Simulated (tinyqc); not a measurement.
UHF in the sto-6g basis, for CH2, spin multiplicity 3, step by step. One step of it, computed by the program tinyqc.

Question. Iteration 2: DIIS coefficients. Solve [B -1; -1 0][c; lambda] = [0; -1] for the coefficients, which sum to one.

B (overlaps of the stored error matrices):
```
                1               2
1   1.4653166e+00  -8.8674078e-02
2  -8.8674078e-02   1.6275867e-02
```

Give: DIIS coefficients.

Answer.

DIIS coefficients: 0.0633  0.9367
